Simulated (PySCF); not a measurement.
C₃H₇FN (doublet state).
Cartesian coordinates in Å at the GFN2-xTB level; atoms count from 1:
```
atom  x, y, z in Å
N1     1.9263    0.3916   -0.1484
C2     0.7697   -0.4318   -0.5110
C3    -0.3233   -0.3462    0.4870
C4    -1.6537    0.1898    0.1472
F5    -2.1225   -0.3303   -1.0488
H6     2.3702    0.0337    0.6903
H7     1.6336    1.3457    0.0369
H8     1.1391   -1.4592   -0.6181
H9     0.4122   -0.1006   -1.4886
H10   -0.0972   -0.5192    1.5255
H11   -1.6540    1.2842   -0.0082
H12   -2.3992   -0.0584    0.9101
```

The hyperfine couplings belong to this conformer and change with its torsions.

Identity: `NC[CH]CF` [radical].

The calculation used UKS B3LYP, pcH-1 on C F H N, non-relativistic, mean-field spin-orbit, GIAO in PySCF 2.14.0. Geometry: GFN2-xTB, one conformer, isolated molecule. A GFN2-xTB geometry isn't a minimum of the functional, and hyperfine couplings can be far from their values at a DFT geometry. No stability test was run, so a lower SCF solution isn't excluded.

(1) Break the g tensor into its mass correction, gauge correction and orbital-Zeeman/spin–orbit terms.

(2) At 9.413 GHz, how far is the centre of the isotropic spectrum from where a free electron (g = 2.002319) resonates?

(3) What effective moment and Curie constant follow for a powder?

(4) In a frozen sample, at which fields do the three g values resonate at 9.5, 34, 94 and 263 GHz (hyperfine left aside), and which band first spreads them over more than twice a line width of 0.3 mT?

Answers

(1) 
```csv
Δg (ppm),1,2,3
relativistic mass correction,-155,-155,-155
gauge correction,25,47,35
orbital Zeeman/spin–orbit,-317,160,386
total,-446,52,266
```

So g = 2.00187, 2.00237, 2.00258 and g_iso = 2.00228; the tensor is rhombic: the two nearest values differ by 30 % of g3 − g1. 

(2) B = hν/(g μB) with μB/h = 13.99624 MHz/mT gives 335.88 mT for the free electron and 335.89 mT at g_iso, the same within 0.01 mT.

(3) With the mean of g² = 4.0091 and S(S+1) = 0.75: μ_eff = √(⟨g²⟩S(S+1)) = 1.734 μB and χT = 0.12505·⟨g²⟩·S(S+1) = 0.376 cm³ K/mol (cgs; spin-Hamiltonian part alone).

(4) 
```tsv
band	GHz	B(g3) mT	B(g2) mT	B(g1) mT	spread mT
X	9.5	338.94	338.97	339.06	0.12
Q	34.0	1213.04	1213.17	1213.48	0.43
W	94.0	3353.71	3354.07	3354.90	1.19
J	263.0	9383.25	9384.25	9386.59	3.34
```

The spread grows in proportion to the frequency. W band is the first where it exceeds 0.6 mT.

Largest spin populations (Mulliken): C3 (+0.98), N1 (+0.07) and C2 (-0.07). C3 is the only atom above +0.15. The positive populations add up to 1.17 and the negative ones to -0.17, together 2S = 1. The angles at C3 add up to 359.2°, so it is planar; its axial dipolar tensor and the negative coupling of its proton fit spin in a p orbital normal to that plane.

The HOMO–LUMO gaps are 6.58 eV among the α and 4.75 eV among the β orbitals.
